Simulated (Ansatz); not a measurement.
Consider the atomization: `CCCCOC` → 5 C• + 12 H• + O•.

Isolated molecules relaxed with PBE0-D4/def2-TZVP in Ansatz; ΔE leaves out vibrations. CCSD(T)/CBS adds triple-zeta CCSD(T) − MP2 to the extrapolated MP2 energy (def2 sets, frozen cores). This one scheme is used for every species, atoms too. DFT in def2-TZVPP. HSE06 is defined as in plane-wave codes. No spin–orbit coupling; open shells (•) take unrestricted orbitals. Spin–orbit coupling would lower the free atoms: a little for C, O. Each species was taken in one conformer, which may not be the lowest.

Q: What is ΔE at CCSD(T)/CBS? (Best estimate.)

A: The calculation gave: +73.04 eV.

Q: What do these levels give: revPBE-D4, HSE06-D4, ωB97M-V, B2PLYP, SCS-MP2/def2-QZVPP, CCSD/CBS(def2)? (Best estimate.)

A: The calculation gave: revPBE-D4 72.76, HSE06-D4 73.47, ωB97M-V 73.21, B2PLYP 72.37, SCS-MP2/def2-QZVPP 73.06, CCSD/CBS(def2) 72.18 eV.

Largest T1 diagnostic among the species: 0.009.

From r2SCAN to r2SCAN0 (25 % exact exchange), in def2-TZVPP and without D4, ΔE moves by −0.75 eV: exact exchange takes away binding that semilocal exchange gives to molecules. Leaving LDA and LC-ωPBE aside and taking each functional with its dispersion term where it has one, the values, not all of them listed here, spread over 3.04 eV, from BHLYP-D4 to PBE-D4. LDA lies +9.06 eV from PBE without D4, its usual overbinding. At CCSD(T), def2-SVP lies −2.82 eV from the extrapolated value and def2-TZVPP −1.56 eV: correlation converges slowly with the basis, and small sets miss more of it in the bonded molecule than in its fragments.

For atomizations the MP2-based limit and the directly extrapolated one differ by several kJ/mol either way, and by 10 to 25 for some Ge, Se and Sn compounds, so smaller differences from it don't rank the levels.
